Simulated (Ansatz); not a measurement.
Gas-phase electronic energies from Ansatz, PBE0-D4/def2-TZVP geometries. CBS: MP2 limit from def2 TZ/QZ plus the TZ coupled-cluster correction, frozen cores. This one scheme is used for every species. Functionals use def2-TZVPP. HSE06 is defined as in plane-wave codes. One conformer a species, not always the lowest.

Consider the substitution at a C–C bond: `CC(F)S` + `C#CS` → `C#CSC` + `FCS`.

```
             level  ΔE (kJ/mol)  difference from CCSD(T)/CBS
            B97M-V         16.3                          0.1
           PBE0-D4         12.8                         -3.4
        r2SCAN0-D4         14.8                         -1.4
          HSE06-D4         12.5                         -3.7
            B2PLYP         12.7                         -3.5
              BLYP          8.3                         -7.9
            r2SCAN         13.7                         -2.5
             BHLYP         14.0                         -2.2
         CAM-B3LYP         15.9                         -0.3
           LC-ωPBE         16.3                          0.1
RPA@PBE/def2-TZVPP         17.9                          1.7
       HF/def2-SVP         25.7                          9.5
      MP2/def2-SVP         30.4                         14.2
  CCSD(T)/def2-SVP         32.3                         16.1
    MP2/def2-TZVPP         15.0                         -1.2
CCSD(T)/def2-TZVPP         17.7                          1.5
       CCSD(T)/CBS         16.2                            0
```

Largest T1 diagnostic among the species: 0.013.

From BLYP to BHLYP (50 % exact exchange), in def2-TZVPP and without D4, ΔE moves by +5.7 kJ/mol. At CCSD(T), def2-SVP lies +16.1 kJ/mol from the extrapolated value and def2-TZVPP +1.5 kJ/mol.
